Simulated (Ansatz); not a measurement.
# AlH3S (SMILES [AlH2][SH]) at BLYP-D4/6-311++G(3df,3pd)

Aim: the vertical ionisation energy of AlH3S at BLYP-D4/6-311++G(3df,3pd), from 2 runs. 

The results are computed with Ansatz 0.2.0.

6 further runs of the same task are left out: 4 for a known fault of the program, 1 that didn't finish, 1 set aside as unsound or not needed.

## (1) The molecule

AlH3S has 5 atoms, charge 0, and is taken as a singlet. As SMILES, `[AlH2][SH]`. The shape is that of a PBE0-D4/def2-TZVP optimisation.

Bond lengths: Al1–S2 2.181 Å, Al1–H3 1.579 Å, Al1–H4 1.581 Å, S2–H5 1.344 Å. Angles: Al1–S2–H5 93.7°, S2–Al1–H3 116.5°, S2–Al1–H4 118.9°, H3–Al1–H4 124.6°.

## (2) Energy and gradient at BLYP-D4/6-311++G(3df,3pd)

molecule.yaml

```yaml
crystal:
  periodic: [false, false, false]
  atoms:
    - {symbol: Al, position_ang: [-0.616100, -0.064200, -0.181700]}
    - {symbol: S, position_ang: [1.129100, -0.343100, 1.096600]}
    - {symbol: H, position_ang: [-1.981700, -0.650100, 0.351100]}
    - {symbol: H, position_ang: [-0.441100, 0.696000, -1.556400]}
    - {symbol: H, position_ang: [1.959700, 0.287800, 0.249000]}
basis:
  gaussian:
    orbitals: 6-311++G_3df_3pd_.json
total_charge: 0
hamiltonian:
  xc: {name: BLYP}
  dispersion: d4
output: {forces: true}
```

The basis set 6-311++G(3df,3pd) is read from a file made from the Basis Set Exchange's data (not shown).

Run with:

```
$ ansatz run molecule.yaml --threads 1 --pin off --max-ram 2610MiB --events-out events.jsonl --progress --plain --runs-dir runs
```

Output:

```text
Warning: RAYON_NUM_THREADS=1 ignored (pool sized by the plan → 1); use --threads N
Functional definition: BLYP
  name "BLYP"
  parameter beta = 0.0042
  parameter a = 0.04918
  parameter b = 0.132
  parameter c = 0.2533
  parameter d = 0.349
  exchange = b88_x(beta = beta)
  correlation = lyp_c(a = a, b = b, c = c, d = d)
786 factors; their error is unknown
mean field evaluation 1: about -17480.2756 eV, gradient 2.6e1 eV
mean field evaluation 2: about -17479.7570 eV, gradient 3.2e1 eV
mean field evaluation 4: about -17482.4603 eV, gradient 2.0e0 eV
mean field evaluation 8: about -17482.4650 eV, gradient 1.4e-2 eV
mean field -17482.46504143 eV, -642.4687402322 hartree, gradient 7.3e-5 eV, S^2 0.000000; 0 other end points of the search recorded, 0 dependent functions left out
the calculation of the forces begins
reference -17482.46540503 eV, -642.4687535942 hartree; 16, 16 occupied and 132, 132 virtual orbitals, 786 factors
Total energy: -17482.62283216 eV, -642.4745389344 hartree
Atom 0 at    -0.616100    -0.064200    -0.181700 Å, force    -0.255949     0.040787    -0.187629 eV/Å
Atom 1 at     1.129100    -0.343100     1.096600 Å, force     0.101460    -0.149932     0.329352 eV/Å
Atom 2 at    -1.981700    -0.650100     0.351100 Å, force    -0.015971    -0.008518     0.009553 eV/Å
Atom 3 at    -0.441100     0.696000    -1.556400 Å, force    -0.009178     0.006552    -0.016282 eV/Å
Atom 4 at     1.959700     0.287800     0.249000 Å, force     0.179638     0.111111    -0.134994 eV/Å
Dipole moment:    -0.003425     0.078667    -0.151386 e Å
```

It took 2.4 s on 1 thread of Arm Neoverse V2, shared host.

## (3) The doublet cation, same level

Edit molecule.yaml of step 2 so:

```diff
@@ -11,3 +11,4 @@
     orbitals: 6-311++G_3df_3pd_.json
-total_charge: 0
+total_charge: 1
+output: {forces: true}
 hamiltonian:
@@ -15,2 +16,4 @@
   dispersion: d4
-output: {forces: true}
+magnetization:
+  spin_polarized: true
+  initial_magnetization: 1
```

The basis set 6-311++G(3df,3pd) is read from a file made from the Basis Set Exchange's data (not shown).

Run with:

```
$ ansatz run molecule.yaml --threads 1 --pin off --max-ram 2610MiB --events-out events.jsonl --progress --plain --runs-dir runs
```

Output:

```text
Warning: RAYON_NUM_THREADS=1 ignored (pool sized by the plan → 1); use --threads N
Functional definition: BLYP
  name "BLYP"
  parameter beta = 0.0042
  parameter a = 0.04918
  parameter b = 0.132
  parameter c = 0.2533
  parameter d = 0.349
  exchange = b88_x(beta = beta)
  correlation = lyp_c(a = a, b = b, c = c, d = d)
786 factors; their error is unknown
mean field evaluation 1: about -17465.7130 eV, gradient 3.3e1 eV
mean field evaluation 2: about -17415.4686 eV, gradient 7.7e1 eV
mean field evaluation 4: about -17469.5034 eV, gradient 1.8e1 eV
mean field evaluation 8: about -17469.6245 eV, gradient 1.5e1 eV
mean field evaluation 16: about -17472.5237 eV, gradient 2.0e-1 eV
mean field evaluation 32: about -17472.2689 eV, gradient 1.6e0 eV
mean field -17472.52699971 eV, -642.1035239351 hartree, gradient 2.6e-5 eV, S^2 0.754113; 2 other end points of the search recorded, 0 dependent functions left out
the calculation of the forces begins
reference -17472.52738879 eV, -642.1035382336 hartree; 16, 15 occupied and 132, 133 virtual orbitals, 786 factors
Total energy: -17472.65021679 eV, -642.1080520793 hartree
Atom 0 at    -0.616100    -0.064200    -0.181700 Å, force    -1.454247     0.120498    -0.946345 eV/Å
Atom 1 at     1.129100    -0.343100     1.096600 Å, force     1.005499    -0.060361     1.443162 eV/Å
Atom 2 at    -1.981700    -0.650100     0.351100 Å, force    -0.092843    -0.224420     0.003442 eV/Å
Atom 3 at    -0.441100     0.696000    -1.556400 Å, force     0.039866     0.267999    -0.071565 eV/Å
Atom 4 at     1.959700     0.287800     0.249000 Å, force     0.501726    -0.103715    -0.428693 eV/Å
Dipole moment:    -0.044068     0.099655    -0.235210 e Å
```

It took 11 s on 1 thread of Arm Neoverse V2, shared host; peak memory 0.28 GiB.

## (4) Results

Level: BLYP-D4/6-311++G(3df,3pd).

| quantity | value |
| --- | --- |
| singlet AlH3S: total energy | -642.47454 Eh |
| singlet AlH3S: dipole moment | 0.82 D |
| singlet AlH3S: dispersion energy | -15.19 kJ/mol |
| singlet AlH3S: largest force on an atom | 0.376 eV/Å |
| doublet cation: total energy | -642.10805 Eh |
| doublet cation: dispersion energy | -11.85 kJ/mol |
| doublet cation: ⟨S²⟩ | 0.754 |
| doublet cation: largest force on an atom | 1.760 eV/Å |
| vertical ionisation energy (to the doublet cation) | 9.973 eV |

Removing an electron at fixed nuclei costs 9.97 eV (230 kcal/mol). The largest force (singlet AlH3S) is 0.38 eV/Å: the shape isn't a stationary point for this species at this level. Mulliken charges (singlet AlH3S) run from -0.37 on S2 to +0.58 on Al1; in a basis this large or diffuse they mean little.
